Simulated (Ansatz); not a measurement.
C$_{2}$H$_{4}$FNO, SMILES `OC/N=C\F`. The species carries charge 0 and has multiplicity 1. The geometry is a stationary point of PBE0-D4/def2-TZVP. It is one conformer, not always the lowest.

```xyz
9

O    -0.165    1.486    1.320
C    -0.513    0.508    0.389
N     0.664   -0.025   -0.253
C     0.661   -1.142   -0.786
F    -0.403   -1.964   -0.824
H     0.475    2.069    0.901
H    -1.166    0.912   -0.399
H    -1.071   -0.257    0.936
H     1.517   -1.588   -1.283
```

(1) What is the dipole moment at PBE/def2-TZVPP? (Estimate.)

(2) And with r2SCAN, B3LYP, ωB97M-V? (An estimate is asked.)

(3) Give the Mulliken charges with PBE, B3LYP, ωB97M-V in def2-TZVPP. (Estimate.)

## Answers

(1) Computed: 1.61 D, with components (0.48, -0.30, -1.50) D in this frame, pointing from negative to positive charge.

(2) Computed: r2SCAN 1.66 D, B3LYP 1.71 D, ωB97M-V 1.73 D.

(3) Ansatz gave: 
```json
{"atom": "O1", "PBE": "-0.30", "B3LYP": "-0.34", "ωB97M-V": "-0.32"}
{"atom": "C2", "PBE": "0.07", "B3LYP": "0.12", "ωB97M-V": "0.06"}
{"atom": "N3", "PBE": "-0.18", "B3LYP": "-0.22", "ωB97M-V": "-0.23"}
{"atom": "C4", "PBE": "0.09", "B3LYP": "0.13", "ωB97M-V": "0.15"}
{"atom": "F5", "PBE": "-0.15", "B3LYP": "-0.20", "ωB97M-V": "-0.19"}
{"atom": "H6", "PBE": "0.19", "B3LYP": "0.19", "ωB97M-V": "0.18"}
{"atom": "H7", "PBE": "0.09", "B3LYP": "0.09", "ωB97M-V": "0.11"}
{"atom": "H8", "PBE": "0.09", "B3LYP": "0.10", "ωB97M-V": "0.11"}
{"atom": "H9", "PBE": "0.11", "B3LYP": "0.13", "ωB97M-V": "0.13"}
```

B3LYP here is the variant with VWN-RPA as its local correlation; programs differ in this.
